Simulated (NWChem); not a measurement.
acetonitrile (C2H3N); SMILES CC#N

All runs: NWChem. Coordinates come from a PBE0/def2-SVP optimisation. Level: PBE/def2-SVP with SMD (1 M gas to 1 M solution), gas-phase geometry.

```tsv
solvent	dielectric constant	solvation free energy (kcal/mol)	cavity-dispersion-structure term (kcal/mol)	dipole in solution (D)
water	78.4	-3.0	4.0	4.81
1-octanol	9.86	-4.1	2.0	4.68
dimethyl sulfoxide	46.8	-4.7	2.2	4.80
ethyl acetate	5.99	-4.8	0.8	4.60
```
